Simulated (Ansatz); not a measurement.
Reaction: BHSCl2 (dichloroborinothioic acid, SMILES SB(Cl)Cl) → BCl2 (SMILES Cl[B]Cl, doublet) + HS (SMILES [SH], doublet) (the B-S bond breaks)
Each species at its own B3LYP-D3(BJ)/def2-TZVP minimum (Ansatz, a program for electronic structure), one conformer.

Total energies in hartree (Ansatz). Radicals and triplets start from unrestricted determinants; spin-orbit coupling is neglected. Correlated methods leave the cores frozen. No relativity.

| species | HF/cc-pV(T+d)Z | CCSD(T)/cc-pV(T+d)Z | HF/cc-pV(Q+d)Z | CCSD(T)/cc-pV(Q+d)Z | CCSD(T)/cc-pV(D+d)Z | CCSDT(Q)/cc-pV(D+d)Z |
|---|---|---|---|---|---|---|
| 1: BHSCl2 (dichloroborinothioic acid, SMILES SB(Cl)Cl) | -1341.98074 | -1342.71243 | -1341.99253 | -1342.78390 | -1342.48607 | -1342.48838 |
| 2: BCl2 (SMILES Cl[B]Cl, doublet) | -943.75184 | -944.25620 | -943.76043 | -944.30832 | -944.09371 | -944.09555 |
| 3: HS (SMILES [SH], doublet) | -398.10608 | -398.28901 | -398.10985 | -398.30558 | -398.22993 | -398.23055 |

Task: Work out the bond dissociation energy (electronic) in kJ/mol: take Hartree-Fock from cc-pV(Q+d)Z, extrapolate the CCSD(T) correlation energy as X^-3 (X = 3, 4), and add CCSDT(Q) - CCSD(T) in cc-pV(D+d)Z. 1 hartree = 2625.5 kJ/mol.

Result: 
Species 1: correlation (64·(-0.79137) - 27·(-0.73169))/37 = -0.83492; step -0.00231; E1 = -1341.99253 + (-0.83492) + (-0.00231) = -1342.82976
Species 2: correlation (64·(-0.54789) - 27·(-0.50436))/37 = -0.57966; step -0.00184; E2 = -943.76043 + (-0.57966) + (-0.00184) = -944.34193
Species 3: correlation (64·(-0.19573) - 27·(-0.18293))/37 = -0.20507; step -0.00062; E3 = -398.10985 + (-0.20507) + (-0.00062) = -398.31554
-1·E1 +1·E2 +1·E3 = 0.17229 hartree = 452.3 kJ/mol.
